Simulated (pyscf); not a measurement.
**Four-centre exchange: H₃C–InH–CH₃ + H₂S → methane (CH₄) + H₃C–InH–SH**

Gas phase, singlet surface, charge 0. Bonds broken: C1–In2, S11–H12. Bonds formed: C1–H12, In2–S11. PySCF, gas phase, ωB97X-D3(BJ)/def2-SVP geometries.

Transition state (Å):

```xyz
13

C     -2.0677     1.1207     1.0921
In    -0.1004    -0.1484     0.7802
C      0.0520    -0.6107    -1.3065
H     -2.6232     0.1717     1.2220
H     -2.3262     1.7227     1.9785
H     -2.4754     1.6088     0.1930
H      0.2715    -0.9526     2.2458
H     -0.3522     0.2214    -1.9022
H      1.1032    -0.7697    -1.5901
H     -0.5141    -1.5222    -1.5510
S      0.8072     2.3413     1.0593
H     -0.6997     1.8296     1.1315
H      0.7147     2.6021    -0.2597
```

One imaginary mode, 1308i cm⁻¹; descent along it reached the two sides named, in the forms told below.

```csv
bond,change,reactant side (Å),saddle,product side
C1–In2,breaks,2.174,2.362,3.1
S11–H12,breaks,1.347,1.593,3.1
C1–H12,forms,3.5,1.541,1.101
In2–S11,forms,2.8,2.7,2.407
```

Electronic energies relative to the separated reactants (kcal/mol):

| level | barrier | reaction energy | reverse barrier |
|---|---|---|---|
| ωB97X-D3(BJ)/def2-TZVP | 8.0 | -34.3 | 42.3 |
| PBE/def2-TZVP | 6.0 | -32.4 | 38.4 |
| r²SCAN/def2-TZVP | 5.1 | -33.6 | 38.7 |
| B3LYP-D3(BJ)/def2-TZVP | 9.5 | -32.9 | 42.4 |
| PBE0-D3(BJ)/def2-TZVP | 6.4 | -32.8 | 39.2 |
| M06-2X/def2-TZVP | 8.6 | -33.3 | 41.9 |
| ωB97M-D3(BJ)/def2-TZVP | 12.1 | -31.4 | 43.5 |
| HF/def2-TZVP | 28.9 | -34.1 | 63.0 |

With ωB97M-D3(BJ)/def2-TZVP energies and thermal terms (ideal gas, 1 atm, RRHO with modes under 100 cm⁻¹ raised to 100, one conformer, R ln 2 for chiral ones without a mode under 150 cm⁻¹), in kcal/mol:

```json
[
 {"T (K)": "298", "ΔH‡": "11.5", "ΔG‡": "22.6", "ΔH": "-29.2", "ΔG": "-27.8"},
 {"T (K)": "600", "ΔH‡": "11.9", "ΔG‡": "33.7", "ΔH": "-29.6", "ΔG": "-26.2"},
 {"T (K)": "900", "ΔH‡": "12.6", "ΔG‡": "44.4", "ΔH": "-29.9", "ΔG": "-24.5"},
 {"T (K)": "1200", "ΔH‡": "13.4", "ΔG‡": "54.9", "ΔH": "-30.1", "ΔG": "-22.6"}
]
```

On the reactant side the descent ends in an adduct with a In–S contact, 11.9 kcal/mol under the separated species and 19.9 kcal/mol under the saddle at ωB97X-D3(BJ)/def2-TZVP. What is counted as formed (In–S) is already present as a longer contact in the reactant adduct; forming that adduct is a step of its own. One saddle was located; it need not be the lowest between these sides. Elements past Kr carry the def2 core potentials, without spin-orbit coupling.
